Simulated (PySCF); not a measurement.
Rows and methods have been separated. Pair them.

Compound: C3HO2 (charge -1).
Cartesian coordinates in Å at the PBE0-D3(BJ)/def2-SVP level; atoms count from 1:
```
atom  x, y, z in Å
C1     1.5430   -0.0705    0.3894
C2     0.3425   -0.0162    0.1780
C3    -1.1594    0.0545   -0.0805
O4    -1.8327   -0.7123    0.6232
O5    -1.4858    0.8682   -0.9567
H6     2.5987   -0.1197    0.5764
```

The closed-shell ground state was solved 7 times with PySCF (density fitting, gas phase), always in the pcSseg-2 basis (194 functions), with these functionals: B3LYP, BHandHLYP, HF, KT2, LC-wPBE, mPW1PW91 and wB97X-D. No diffuse functions stand in pcSseg-2, which bears on an anion's orbital energies.

```tsv
row	total energy (Eh)	HOMO (eV)	LUMO (eV)
P	-269.6919	-0.40	3.61
Q	-265.3896	-1.85	4.26
R	-263.9760	-5.76	5.84
S	-265.2838	-4.58	5.78
T	-265.3690	-3.73	5.83
U	-265.3126	-3.38	4.65
V	-265.4733	-1.58	4.06
```

Task: Which functional belongs to which row?

Result: P = KT2, Q = mPW1PW91, R = HF, S = LC-wPBE, T = wB97X-D, U = BHandHLYP, V = B3LYP. By rising HOMO–LUMO gap: KT2 (GGA) 4.01 eV; B3LYP (global hybrid, 20 % exact exchange) 5.64 eV; mPW1PW91 (global hybrid, 25 % exact exchange) 6.11 eV; BHandHLYP (global hybrid, 50 % exact exchange) 8.03 eV; wB97X-D (range-separated hybrid) 9.56 eV; LC-wPBE (range-separated hybrid) 10.36 eV; HF (all exact exchange) 11.60 eV. Total energies of different functionals aren't bounds to one another; each is stationary for its own functional.

wB97X-D is run here without its empirical dispersion term; that term would change no orbital, density or response property at a fixed geometry.
